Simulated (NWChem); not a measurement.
System: NH2 anion

NWChem input:

```
start job
memory heap 200 mb stack 900 mb global 1100 mb
charge -1
geometry units angstroms noautoz
  N      0.000000     0.000000     0.136180
  H      0.798499     0.000000    -0.514486
  H     -0.798499     0.000000    -0.514486
end
basis spherical
  * library 6-31+g*
end
dft
  xc b3lyp
  iterations 150
  mulliken
end
task dft energy
```

Structure relaxed at the B3LYP/def2-SVPD level. The highest occupied level is positive, so the extra electron may be held by the finite basis. B3LYP is NWChem's, with the RPA form of VWN correlation.

Q: What results follow from this input? (B3LYP/6-31+G* (spherical d).) Quantities: energy (Ha); highest occupied level (eV); orbital gap (eV).

A: The energy (Ha) is -55.90, the highest occupied level (eV) is 1.93 and the orbital gap (eV) comes out as 4.58.
